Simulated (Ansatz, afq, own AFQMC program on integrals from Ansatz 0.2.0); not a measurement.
AFQMC on a folder of integrals that Ansatz 0.2.0 wrote.

```yaml
crystal:
  periodic: [false, false, false]
  atoms:
    - {symbol: B, position_ang: [0.000000, 0.000000, 0.001763]}
    - {symbol: C, position_ang: [0.000000, 0.000000, -1.182237]}
    - {symbol: H, position_ang: [0.000000, 0.000000, 1.180475]}
basis:
  gaussian: {orbitals: 6-31G}
magnetization: {spin_polarized: true, initial_magnetization: 2}
correlation: {method: ccsd_t, electrons: outside_noble_gas, hamiltonian_folder: ham}
```

```sh
$ ansatz run in.yaml --threads 1 --pin off --events-out ev --progress --plain --max-ram 24576MiB --backend cuda --devices 0, --max-vram 18GiB
```

afq runs on the folder ham with

```
--method phaseless --trial hf --walkers 4000 --populations 20 --least-time 40 --time-step 0.005 --steps-per-block 20 --equilibration-blocks 112 --max-blocks 4000 --target-error 0.0008500 --factor-cut 1e-05 --start spin_pure --seed 9304 --taylor-order 6
```

Times are imaginary, in 1/Eh. The walk had a cap of 49 s. With eight or more populations the least sampling time is a fifth of least-time, and the error comes from their spread.

Log:

```
orbitals 18  electrons 5 3  factors 111 of 285
reference energy -62.87358550 Eh
CCSD correlation -0.11049097 Eh in 12 cycles, weight of the determinant in the CISD state 0.9185
energy of the start -62.875667 Eh
 block  time / (1/Eh)  mean weight  energy / Eh
     1     0.100  1.0004  -62.894961
     2     0.200  1.0007  -62.909760
     3     0.300  1.0004  -62.920419
     4     0.400  1.0006  -62.931597
     5     0.500  1.0008  -62.939795
     8     0.800  1.0005  -62.960671
    13     1.300  1.0002  -62.973962
    25     2.500  0.9999  -62.983376
    37     3.700  0.9999  -62.983336
    49     4.900  1.0000  -62.986081
    61     6.100  1.0000  -62.983696
    73     7.300  1.0000  -62.987710
    81     8.100  0.9999  -62.982707
    85     8.500  1.0001  -62.986645
    97     9.700  0.9997  -62.989034
   109    10.900  1.0001  -62.985952
   121    12.100  1.0002  -62.987184
   133    13.300  0.9999  -62.987976
   145    14.500  1.0002  -62.986640
   153    15.300  1.0001  -62.990724
   157    15.700  0.9999  -62.987285
   169    16.900  0.9999  -62.986496
   181    18.100  0.9999  -62.989198
   189    18.900  1.0001  -62.986892
error from the spread of 20 populations
energy -62.987357 +/- 0.000579 Eh
(rows thinned)
```

The run passed its tests (sampling time, drift between the halves within three errors, error under three times the target), which doesn't prove that it has relaxed.

Against this walk (error 15.8 meV) on the same determinant: CCSD(T) 22.2 meV higher (within the noise), CCSDT(Q) 0.2 meV higher (within the noise), CCSDTQ 0.4 meV lower (within the noise), full CI 0.7 meV lower (within the noise), a separate phaseless walk with a CISD trial and standard settings 6.7 ± 16.0 meV higher (within the noise). The error is statistical and leaves out the bias of the constraint.

Cautions: constraint bias not in the error; lower spins were not checked; unrestricted determinant slightly spin contaminated (⟨S²⟩ 2.08 against 2.00).

The walk took 12 s on 1 × NVIDIA H100 80GB HBM3 with 2 threads of AMD EPYC 7R13 Processor (Zen 3) (shared host) (the card was shared). The log's last line is the phaseless energy.

CCSDT and higher add their correlation energy to the determinant of the CCSD(T) run, since their own runs factorise the integrals more tightly (a shift of under 2 meV). A walk keeps the symmetry of its determinant, which the program's search chose and which needn't be the lowest solution, so a lower state of the same spin and another symmetry isn't excluded.
